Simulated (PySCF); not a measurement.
# Oxygen: a sound run and one with changed settings

Sound run: O [He] 2s2 2p4, O⁺ [He] 2s2 2p3. All numbers are calculated (PySCF 2.14, the spin-free X2C one-electron Hamiltonian (Gaussian nucleus), in x2c-SVPall (3s2p1d, 14 functions)). In the sound run the correlated levels freeze 1s2. The sound run starts from symmetry-adapted Hartree-Fock orbitals and uses a fine grid where one is needed.

Changed run: basis STO-3G, all-electron and non-relativistic. This setting is unsound on purpose.

```tsv
species	method	sound run (hartree)	changed run (hartree)	converged
O	UHF	-74.77172	-73.80415	yes
O	M06-2X	-75.02589	-74.04134	yes
O	r2SCAN	-75.01594	-74.01528	yes
O	MP2	-74.87310	-73.80415	yes
O⁺	UHF	-74.32809	-73.44358	yes
O⁺	M06-2X	-74.52534	-73.62634	yes
O⁺	r2SCAN	-74.51457	-73.60160	yes
O⁺	MP2	-74.39708	-73.44358	yes
```

Ionisation energy of O:

```json
{"method": "UHF", "sound run (eV)": "12.072", "changed run (eV)": "9.812"}
{"method": "M06-2X", "sound run (eV)": "13.621", "changed run (eV)": "11.293"}
{"method": "r2SCAN", "sound run (eV)": "13.643", "changed run (eV)": "11.257"}
{"method": "MP2", "sound run (eV)": "12.953", "changed run (eV)": "9.812"}
{"method": "SCS-MP2", "sound run (eV)": "12.975", "changed run (eV)": "9.812"}
```

A minimal basis cannot let orbitals breathe on ionisation and holds almost no correlation. The Hamiltonian changed with the basis, so the totals do not compare.

For comparison, NIST gives 13.618 eV between the lowest levels.
